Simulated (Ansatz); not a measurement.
`ClCC(Cl)CCl` → 3 C• + 3 Cl• + 5 H•  (atomization)

Gas-phase electronic energies from Ansatz, PBE0-D4/def2-TZVP geometries. CCSD(T)/CBS adds triple-zeta CCSD(T) − MP2 to the extrapolated MP2 energy (def2 sets, frozen cores). This one scheme is used for every species, atoms too. DFT in def2-TZVPP. Open shells (•) are unrestricted, without spin–orbit coupling. Spin–orbit coupling would lower the free atoms: a little for C, Cl. Each species was taken in one conformer, which may not be the lowest.

```tsv
level	ΔE (kJ/mol)
r2SCANh-D4	3946.6
MP2/def2-SVP	3800.6
MP2/cc-pV(T+d)Z	3930.5
CCSD/CBS(cc)	3877.6
```

(1) What does CCSD(T)/CBS give? (An estimate is asked.)

Largest T1 diagnostic among the species: 0.009.

Answers

(1) Ansatz gave: +3949.4 kJ/mol. The listed levels differ from it by -2.8, -148.8, -18.9, -71.8 kJ/mol.

From r2SCAN to r2SCAN0 (25 % exact exchange), in def2-TZVPP and without D4, ΔE moves by −54.6 kJ/mol: exact exchange takes away binding that semilocal exchange gives to molecules. Leaving LDA and LC-ωPBE aside and taking each functional with its dispersion term where it has one, the values, not all of them listed here, spread over 252.7 kJ/mol, from BHLYP-D4 to PBE-D4. LDA lies +554.2 kJ/mol from PBE without D4, its usual overbinding. The D4 term adds +50.1 kJ/mol with B3LYP and +26.4 kJ/mol with PBE0; it sums over pairs of atoms, weighted by their polarisabilities, and B3LYP, whose exchange is more repulsive, gets the larger term.

B3LYP here is the variant with VWN-RPA as its local correlation; programs differ in this.

For atomizations the MP2-based limit and the directly extrapolated one differ by several kJ/mol either way, and by 10 to 25 for some Ge, Se and Sn compounds, so smaller differences from it don't rank the levels.
